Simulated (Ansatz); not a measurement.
# BClH3N, SMILES NBCl: a composite energy at a relaxed geometry

Run with Ansatz's Python interface.

Contents of `bclh3n.xyz`:
```text
6

N    -0.70610   -0.05590   -0.53480
B     0.33240   -0.13890    0.50530
Cl    0.47660    1.15600    1.79720
H    -0.58070   -0.81330   -1.19860
H    -0.54210    0.84120   -1.11960
H     1.06210   -1.05310    0.50440
```

Script `run_composite.py`:
```python
"""Relax BClH3N cheaply, then refine its energy."""

import itertools

import ansatz
from ase.data import atomic_numbers, covalent_radii
import numpy as np

BASIS_SET = "def2-SVP"
FUNCTIONAL = "r2SCAN"

mol = ansatz.Crystal.molecule_from_extxyz("bclh3n.xyz")

model = (
    mol.calculation()
    .basis(gaussian=BASIS_SET)
    .functional(FUNCTIONAL)
)
symbols = [site.symbol for site in mol.cartesian_sites]
start = np.array([site.position_ang for site in mol.cartesian_sites], dtype=float)
data = model.relax(force_tolerance=0.01, max_steps=100).run(threads=1).report
end = np.array(data["positions_ang"])
# pairs closer than 1.2 times the sum of covalent radii, before or after
radius = [covalent_radii[atomic_numbers[s]] for s in symbols]
span = lambda where, i, j: np.linalg.norm(where[i] - where[j])
bonded = [(i, j) for i, j in itertools.combinations(range(len(symbols)), 2) if min(span(start, i, j), span(end, i, j)) < 1.2 * (radius[i] + radius[j])]
print("pair        before    after (A)")
for i, j in bonded:
    print(f"{symbols[i]}{i}-{symbols[j]}{j}".ljust(10), f"{span(start, i, j):8.4f} {span(end, i, j):8.4f}")
for first, second in list(itertools.combinations(bonded, 2)):
    shared = set(first) & set(second)
    if shared and symbols[(j := shared.pop())] != "H":
        i, k = sorted((set(first) | set(second)) - {j})
        u, v = end[i] - end[j], end[k] - end[j]
        angle = np.degrees(np.arccos(np.clip(u @ v / np.linalg.norm(u) / np.linalg.norm(v), -1, 1)))
        print(f"final angle {symbols[i]}{i}-{symbols[j]}{j}-{symbols[k]}{k}: {angle:.2f} deg")

minimum = ansatz.Crystal.molecule()
for symbol, place in zip(symbols, end):
    minimum = minimum.atom(symbol, place.tolist())
at_minimum = minimum.calculation()
# MP2 extrapolated to the basis limit, plus the small-basis difference CCSD(T) - MP2
level = lambda method, basis: at_minimum.basis(gaussian=basis).correlation(method).run(threads=1).report
small, large, cluster = level("mp2", "cc-pVDZ"), level("mp2", "cc-pVTZ"), level("ccsd_t", "cc-pVDZ")
corr = lambda each: (each["free_energy_ev"] - each["reference_energy_ev"]) / 27.211386246
mp2_limit = (27 * corr(large) - 8 * corr(small)) / 19
pieces = {"HF / cc-pVTZ": large["reference_energy_ev"] / 27.211386246, "MP2 correlation, DZ-TZ limit": mp2_limit, "CCSD(T) - MP2 / cc-pVDZ": corr(cluster) - corr(small)}
for name, value in pieces.items():
    print(f"{name:32s} {value:14.6f} Ha")
print(f"{'sum':32s} {sum(pieces.values()):14.6f} Ha")
print("T1 diagnostic", round(cluster["correlation"]["coupled_cluster"]["t1_diagnostic"], 4))
```

```console
$ python run_composite.py
pair        before    after (A)
N0-B1        1.4721   1.3889
N0-H3        1.0149   1.0127
N0-H4        1.0834   1.0140
B1-Cl2       1.8348   1.7776
B1-H5        1.1697   1.2034
final angle B1-N0-H3: 122.30 deg
final angle B1-N0-H4: 123.19 deg
final angle N0-B1-Cl2: 119.55 deg
final angle N0-B1-H5: 121.39 deg
final angle H3-N0-H4: 114.51 deg
final angle Cl2-B1-H5: 119.05 deg
HF / cc-pVTZ                        -540.521566 Ha
MP2 correlation, DZ-TZ limit          -0.553957 Ha
CCSD(T) - MP2 / cc-pVDZ               -0.042591 Ha
sum                                 -541.118114 Ha
T1 diagnostic 0.0124
```

What to keep in mind:
- Total energies depend on the basis set; only differences at equal settings carry meaning.
- The sum leaves out core correlation, relativity, the Hartree-Fock basis error and zero-point energy; a DZ-TZ extrapolation is rough.
- Inner cores stay frozen, so this is valence correlation.
- For Al to Cl the sets with a tight d function, cc-pV(X+d)Z, are usual.
- An extrapolation from small basis sets is rough.
- Wall time of the script: 21 s on 1 thread of Arm Neoverse V2 (shared host), peak memory 0.27 GiB.

(A comment or docstring line of the script was reworded after the run, the code is as it ran; lines on the test bed's own set-up are left out of the output.)
